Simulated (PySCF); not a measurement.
Start geometry of `N/C=C\C=O` from GFN2-xTB (Å):
```
atom  x, y, z in Å
N1    -1.372   -0.484    0.304
C2    -0.742    0.659    0.034
C3     0.599    0.724   -0.212
C4     1.420   -0.442   -0.189
O5     1.038   -1.584    0.042
H6    -2.356   -0.525    0.495
H7    -0.780   -1.314    0.323
H8    -1.346    1.560    0.012
H9     1.058    1.673   -0.429
H10    2.490   -0.262   -0.403
```

Question: What comes out of this run: CAM-B3LYP/6-31G* geometry optimisation, gas phase in PySCF?

Answer: 
```
atom  x, y, z in Å
N1    -1.4390   -0.5578    0.2815
C2    -0.7897    0.5810    0.0032
C3     0.5547    0.6678   -0.2314
C4     1.3911   -0.4973   -0.1919
O5     1.0005   -1.6424    0.0509
H6    -2.4303   -0.5734    0.4508
H7    -0.8752   -1.4048    0.3189
H8    -1.4076    1.4754   -0.0304
H9     0.9964    1.6313   -0.4515
H10    2.4665   -0.3311   -0.3979
```

The energy falls by 0.014 eV over 8 energy and gradient evaluations, the largest force component goes from 0.0125 to 4.4e-04 Eh/bohr, and the atoms move by 0.025 Å rms after alignment. Among the bonds, C3–C4 and C4=O5 change most and about equally (+0.008 to +0.009 Å). Bonds longer at the end by more than 0.005 Å: 4 of 9; shorter: 0. Rotational constants go from 9858, 4903, 3274 to 9742, 4851, 3239 MHz. The orientation of the end geometry is arbitrary; only internal coordinates are fixed.

The run used 80 basis functions and 54 SCF cycles in all. Hardware: one thread of an Arm Neoverse V1, on a shared host. Cost: 22 s, 0.44 GiB resident at most.

CAM-B3LYP/6-31G* frequencies: not computed here. One conformer, not necessarily the lowest.
